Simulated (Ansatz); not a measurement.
# SiN+ (triplet): the correlation ladder at distance Si1–N2 = 2.177 Å, cc-pVDZ

Aim: climb from Hartree-Fock through coupled cluster and multireference methods for SiN+ (triplet) at one geometry and basis, and see what each rung misses.

Computed with Ansatz 0.2.0, Gaussian basis. Level: cc-pVDZ, core rule «outside noble gas», up to 6 orbitals frozen.

To be run: UHF; CCSD(T) on ROHF; CCSD(T) on UHF; BCCD(T) on ROHF; CISD as a restricted active space (open shells left free, so some higher excitations enter); CCSDT(Q) on ROHF; CCSDT(Q) on UHF; CCSDTQ on ROHF; CCSDTQ on UHF; CASSCF and MRCISD+Q, 4 electrons in 4 orbitals; CASSCF and NEVPT2, 4 electrons in 4 orbitals; CASSCF and MRCISD+Q, 8 electrons in 8 orbitals; CASSCF and NEVPT2, 8 electrons in 8 orbitals; Full CI.

1 further run of the same task is left out (for a known fault of the program). Runs told in other sessions of the task aren't counted.

### Step 1. The system

The geometry derives from a PBE0/def2-TZVP stationary point (not a proven minimum). One bond is set to the value named and the two fragments are kept rigid.

2 atoms, charge 1, spin multiplicity 3.

Atoms are counted from 1 here; the program's logs count them from 0.

No contacts short enough for the rule that draws bonds.

### Step 2. UHF

Contents of in.yaml:

```yaml
crystal:
  periodic: [false, false, false]
  atoms:
    - {symbol: Si, position_ang: [0.000000, 0.000000, 0.000000]}
    - {symbol: N, position_ang: [0.000000, 0.000000, 2.177000]}
basis:
  gaussian: {orbitals: cc-pVDZ}
total_charge: 1
magnetization: {spin_polarized: true, initial_magnetization: 2}
hamiltonian: {xc: hf}
output: {orbitals: {seedname: orbitals}}
```

On the command line:

```console
> ansatz run in.yaml --threads 1 --pin off --events-out ev --progress --plain --max-ram 4096MiB --backend cpu
```

After this run come: CCSD(T) on ROHF; CCSD(T) on UHF; BCCD(T) on ROHF; CISD as a restricted active space (open shells left free, so some higher excitations enter); CCSDT(Q) on ROHF; CCSDT(Q) on UHF; CCSDTQ on ROHF; CCSDTQ on UHF; CASSCF and MRCISD+Q, 4 electrons in 4 orbitals; CASSCF and NEVPT2, 4 electrons in 4 orbitals; CASSCF and MRCISD+Q, 8 electrons in 8 orbitals; CASSCF and NEVPT2, 8 electrons in 8 orbitals; Full CI.

Before running them: what should the planned runs give, taken together? Wanted: FCI from the RHF energy; RMP2 from FCI; UMP2 from FCI; RCCSD from FCI; RCCSD(T) from FCI; UCCSD(T) from FCI; RCCSDT(Q) from FCI; UCCSDT(Q) from FCI; NEVPT2 pair from FCI.

**Answer**, as computed:

```
                         quantity                                                                                    value
          FCI from the ROHF energy                                                                               -5.6740 eV
                    RMP2 from FCI                                                                            +129.4 kJ/mol
                    UMP2 from FCI                                                                            +148.6 kJ/mol
                   RCCSD from FCI                                                                             +25.9 kJ/mol
                RCCSD(T) from FCI                                                                              +7.3 kJ/mol
                UCCSD(T) from FCI                                                                              +7.9 kJ/mol
               RCCSDT(Q) from FCI                                                                              -0.1 kJ/mol
               UCCSDT(Q) from FCI                                                                              -0.7 kJ/mol
             NEVPT2 pair from FCI                                                                            +106.7 kJ/mol
           MRCISD+Q pair from FCI                                                                              +0.2 kJ/mol
          NEVPT2 valence from FCI                                                                             +68.5 kJ/mol
levels within 1 kcal/mol (43 meV)  RCCSDT, UCCSDT, RCCSDT(Q), UCCSDT(Q), RCCSDTQ, UCCSDTQ, MRCISD+Q pair, MRCISD+Q valence
                    T1 diagnostic                                                                                    0.045
   effectively unpaired electrons                                                                                     2.19
```

In words: RCCSD(T) misses by +7.3 kJ/mol, 1.3 % of the correlation energy. UCCSDT(Q) falls below full CI: unrestricted runs freeze a spin-polarised core, another one than full CI's, and coupled cluster isn't variational. The occupations are near whole numbers, but T1 = 0.045 shows that the orbitals relax strongly. Of the multireference levels listed MRCISD+Q pair comes nearest in total energy (+0.2 kJ/mol), which doesn't show that its space is the better one. Coupled cluster took another determinant than the lowest Hartree-Fock one. These misses are within one basis, not against nature; the frozen cores of restricted and unrestricted runs differ, which can shift their rows.

Levels on UHF freeze UHF's core orbitals, full CI those of ROHF, so the U rows can settle a little off it for that reason alone.

With open shells the CI space here admits some higher excitations, so it is larger than plain CISD.
